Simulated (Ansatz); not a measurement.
`C/C=C(/C)CC` → `C=C(C)CC` + `[CH2]` (triplet)  (formal loss of a carbene)

Calculated with Ansatz (gas phase, PBE0-D4/def2-TZVP geometries, no zero-point term in ΔE). CCSD(T)/CBS adds triple-zeta CCSD(T) − MP2 to the extrapolated MP2 energy (def2 sets, frozen cores). This one scheme is used for every species. DFT in def2-TZVPP. HSE06 is defined as in plane-wave codes. Triplets are unrestricted, without spin–orbit coupling. Each species was taken in one conformer, which may not be the lowest.

```csv
level,ΔE (eV),difference from CCSD(T)/CBS
PBE-D4,4.64,0.09
B97M-V,4.57,0.02
HSE06-D4,4.55,0.00
ωB97X-V,4.66,0.11
revPBE,4.28,-0.27
r2SCAN,4.30,-0.25
r2SCANh,4.28,-0.27
CAM-B3LYP,4.45,-0.10
CCSD(T)/def2-TZVPP,4.43,-0.12
HF/CBS(def2),2.97,-1.58
CCSD(T)/CBS,4.55,0
```

Largest T1 diagnostic among the species: 0.011.

The D4 term adds +0.12 eV with B3LYP and +0.07 eV with PBE0; it sums over pairs of atoms, weighted by their polarisabilities, and B3LYP, whose exchange is more repulsive, gets the larger term. At CCSD(T), def2-SVP lies −0.16 eV from the extrapolated value and def2-TZVPP −0.11 eV. From r2SCAN to r2SCAN0 (25 % exact exchange), in def2-TZVPP and without D4, ΔE moves by −0.04 eV.

B3LYP here is the variant with VWN-RPA as its local correlation; programs differ in this.
